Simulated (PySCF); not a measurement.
## Beryllium: a sound run and one with changed settings

Sound run: Be [He] 2s2, Be⁺ [He] 2s1. All numbers are calculated (PySCF 2.14, the non-relativistic Hamiltonian (point nucleus), in cc-pVTZ). In the sound run the correlated levels freeze 1s2. The sound run starts from symmetry-adapted Hartree-Fock orbitals and uses a fine grid where one is needed.

A second run was set up differently.

```tsv
species	method	sound run (hartree)	changed run (hartree)	converged
Be	UHF	-14.57287	-14.35188	yes
Be	B3LYP	-14.67245	-14.45101	yes
Be	PBE0	-14.63587	-14.41519	yes
Be	MP2	-14.60105	-14.37567	yes
Be	CCSD(T)	-14.61843	-14.40333	yes
Be⁺	UHF	-14.27724	-14.09784	yes
Be⁺	B3LYP	-14.33765	-14.15225	yes
Be⁺	PBE0	-14.30621	-14.12265	yes
```

Ionisation energy of Be:

| method | sound run (eV) | changed run (eV) |
| --- | --- | --- |
| UHF | 8.045 | 6.913 |
| B3LYP | 9.110 | 8.130 |
| PBE0 | 8.970 | 7.961 |
| MP2 | 8.811 | 7.560 |
| SCS-MP2 | 8.965 | 7.690 |
| CCSD | 9.284 | 8.313 |
| CCSD(T) | 9.284 | 8.313 |
| CCSDT | 9.284 | 8.313 |
| FCI | 9.284 | 8.313 |

(1) What was changed?
A. level shift left on
B. minimal basis
C. radial grid too coarse
D. angular grid far too coarse

Answers

(1) B. It used basis STO-3G. A minimal basis cannot let orbitals breathe on ionisation and holds almost no correlation.
